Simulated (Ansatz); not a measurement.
What does this script print? It uses Ansatz's Python interface.

`composite_b2h4o.py`
```python
"""A composite energy for B2H4O: DFT geometry, MP2 basis limit, coupled-cluster correction."""

import ansatz as az
import numpy as np

BASIS_SET = "def2-SVP"
XC = "B3LYP"

geometry_ang = [
    ("B", (-0.8874, 0.161, -0.5943)),
    ("B", (0.2967, 0.2188, 0.4965)),
    ("O", (0.9439, -1.0196, 0.8448)),
    ("H", (-1.1924, -0.7995, -1.113)),
    ("H", (-1.4837, 1.2045, -0.9085)),
    ("H", (0.6243, 1.2545, 1.0023)),
    ("H", (1.7598, -1.0878, 0.2266)),
]
b2h4o = az.Crystal.molecule()
for symbol, xyz in geometry_ang:
    b2h4o = b2h4o.atom(symbol, xyz)

calc = b2h4o.calculation().basis(gaussian=BASIS_SET).functional(XC)
symbols = [site.symbol for site in b2h4o.cartesian_sites]
start = np.array([site.position_ang for site in b2h4o.cartesian_sites], dtype=float)
r = calc.relax(force_tolerance=0.01).run(threads=1).report
end = np.array(r["positions_ang"])
print("final positions (A) and the move of each atom")
for symbol, xyz, old in zip(symbols, end, start):
    print(f"{symbol:2s} {xyz[0]:10.5f} {xyz[1]:10.5f} {xyz[2]:10.5f}   {np.linalg.norm(xyz - old):7.4f}")

minimum = az.Crystal.molecule()
for symbol, place in zip(symbols, end):
    minimum = minimum.atom(symbol, place.tolist())
at_minimum = minimum.calculation()
# MP2 extrapolated to the basis limit, plus the small-basis difference CCSD(T) - MP2
level = lambda method, basis: at_minimum.basis(gaussian=basis).correlation(method).run(threads=1).report
small, large, cluster = level("mp2", "cc-pVDZ"), level("mp2", "cc-pVTZ"), level("ccsd_t", "cc-pVDZ")
corr = lambda each: (each["free_energy_ev"] - each["reference_energy_ev"]) / 27.211386246
mp2_limit = (27 * corr(large) - 8 * corr(small)) / 19
pieces = {"HF / cc-pVTZ": large["reference_energy_ev"] / 27.211386246, "MP2 correlation, DZ-TZ limit": mp2_limit, "CCSD(T) - MP2 / cc-pVDZ": corr(cluster) - corr(small)}
for name, value in pieces.items():
    print(f"{name:32s} {value:14.6f} Ha")
print(f"{'sum':32s} {sum(pieces.values()):14.6f} Ha")
print("T1 diagnostic", round(cluster["correlation"]["coupled_cluster"]["t1_diagnostic"], 4))
```

```console
$ python composite_b2h4o.py
final positions (A) and the move of each atom
B    -1.00249    0.18953   -0.65259    0.1321
B     0.32814    0.02897    0.36660    0.2322
O     1.39535   -0.76112    0.08371    0.9219
H    -1.98683   -0.50604   -0.53894    1.0231
H    -1.07211    1.06500   -1.48590    0.7227
H     0.32165    0.66231    1.41423    0.7823
H     2.07749   -0.74675    0.76728    0.7139
HF / cc-pVTZ                        -126.611920 Ha
MP2 correlation, DZ-TZ limit          -0.478481 Ha
CCSD(T) - MP2 / cc-pVDZ               -0.045577 Ha
sum                                 -127.135978 Ha
T1 diagnostic 0.0147
```

Total energies depend on the basis set; only differences at equal settings carry meaning. The sum leaves out core correlation, relativity, the Hartree-Fock basis error and zero-point energy; a DZ-TZ extrapolation is rough. b3lyp holds the VWN-RPA fit, as in Gaussian; the form of ORCA and Turbomole is b3lyp5. Inner cores stay frozen, so this is valence correlation. An extrapolation from small basis sets is rough. It ran for 46 s on 1 thread of Arm Neoverse N1, on a shared host, peak memory 0.27 GiB.
